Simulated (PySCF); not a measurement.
Ligands exchanged one at a time, B H-Cl. Gas-phase values, no solvent. Strings in code marks are SMILES.

All values below come from CAM-B3LYP-D3(BJ)/def2-TZVP in PySCF. Delta-SCF ions had no search for a lower state. Excitations are Tamm–Dancoff values on a coarser integration grid. The basis has no diffuse functions, so Rydberg states are missing or too high.

```
species                                S1 excitation (TDA) (eV)  LUMO (eV)  T1 excitation (TDA) (eV)  brightest of the four lowest singlets (TDA) (eV)  vertical ionisation energy (Delta-SCF) (eV)
-------------------------------------  ------------------------  ---------  ------------------------  ------------------------------------------------  -------------------------------------------
0 of 3 H replaced by Cl (`B`)                                 –      -0.88                         –                                                 –                                        13.19
1 of 3 H replaced by Cl                                     [?]      -0.69                      4.65                                              7.64                                          [?]
2 of 3 H replaced by Cl (`ClBCl`)                          5.90      -0.56                      5.48                                              7.21                                        11.87
3 of 3 H replaced by Cl (`ClB(Cl)Cl`)                      5.92      -0.51                      5.74                                               [?]                                          [?]
```

Problem. Some entries are withheld; supply them.

Solution. 
- 1 of 3 H replaced by Cl, S1 excitation (TDA) (eV): 5.08
- 1 of 3 H replaced by Cl, vertical ionisation energy (Delta-SCF) (eV): 11.45
- 3 of 3 H replaced by Cl (`ClB(Cl)Cl`), brightest of the four lowest singlets (TDA) (eV): 7.38
- 3 of 3 H replaced by Cl (`ClB(Cl)Cl`), vertical ionisation energy (Delta-SCF) (eV): 11.58
